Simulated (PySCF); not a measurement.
Potential energy surface of H2P, doublet: symmetric bend, bond length relaxed. Scanned: H-P-H angle. Other coordinates (P-H bond length) were minimised at B3LYP/def2-TZVP.

- UHF/cc-pVTZ (PySCF)
- UKS-M06-2X/6-31G* = unrestricted M06-2X/6-31G*, spherical d (PySCF)
- B3LYP = unrestricted B3LYP/cc-pVTZ (PySCF)

Energies in kJ/mol, each method relative to its own lowest point.

```tsv
a / °	UHF	UKS-M06-2X/6-31G*	B3LYP
180	324.6	309.4	300.3
170	310.6	294.4	285.1
160	266.6	253.6	244.5
150	205.2	199.4	191.3
140	145.0	144.0	137.5
130	92.1	94.1	89.5
120	49.5	53.0	50.2
110	…	22.7	21.4
100	…	4.6	4.3
90	0.0	0.0	0.0
80	…	10.1	9.3
70	…	35.7	32.7
60	…	76.7	69.4
```

What belongs in the gaps?


- 110, UHF: 19.0
- 100, UHF: 2.1
- 80, UHF: 13.9
- 70, UHF: 44.2
- 60, UHF: 89.9

The unrestricted determinant behind UHF is spin-contaminated on part of the scan (<S²> up to 1.2, against 0.75 for the pure state).
